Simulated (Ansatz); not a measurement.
C$_{4}$H$_{9}$FO (`CCOCCF`), relaxed with RKS PBE-D4/def2-SVP in the Gaussian-basis code of Ansatz from a rough embedded geometry. The force threshold is 0.03 eV/Å; the program also tests the step.

Charge 0, multiplicity 1.

Start:

```xyz
15

C     0.542    1.202   -2.059
C    -0.428    0.485   -1.118
O     0.307    0.058   -0.004
C    -0.433   -0.603    1.043
C     0.362   -1.012    2.179
F    -0.407   -1.647    3.086
H    -0.014    1.496   -2.967
H     1.325    0.451   -2.384
H     1.038    2.016   -1.661
H    -1.183    1.190   -0.810
H    -0.887   -0.380   -1.609
H    -1.240    0.090    1.334
H    -1.000   -1.494    0.511
H     1.160   -1.714    1.821
H     0.857   -0.137    2.638
```

| step | energy (eV) | largest force (eV/Å) | largest move (Å) |
| --- | --- | --- | --- |
| 1 | -9040.4704 | 4.972 | 0.000 |
| 2 | -9040.9084 | 1.718 | 0.062 |
| 3 | -9040.9667 | 0.414 | 0.058 |
| 4 | -9040.9705 | 0.077 | 0.020 |
| 5 | -9040.9708 | 0.024 | 0.005 |

End:

```xyz
15

C     0.559    1.156   -2.071
C    -0.408    0.485   -1.113
O     0.307    0.045    0.026
C    -0.502   -0.596    0.982
C     0.389   -1.010    2.144
F    -0.378   -1.634    3.113
H     0.026    1.512   -2.975
H     1.351    0.448   -2.387
H     1.048    2.025   -1.587
H    -1.220    1.194   -0.810
H    -0.917   -0.381   -1.609
H    -1.313    0.078    1.360
H    -1.007   -1.501    0.559
H     1.181   -1.706    1.789
H     0.884   -0.113    2.580
```

Hardware: 8 threads of an Arm Neoverse V1 on a shared host. Wall time 5.5 s, peak host memory 0.19 GiB.
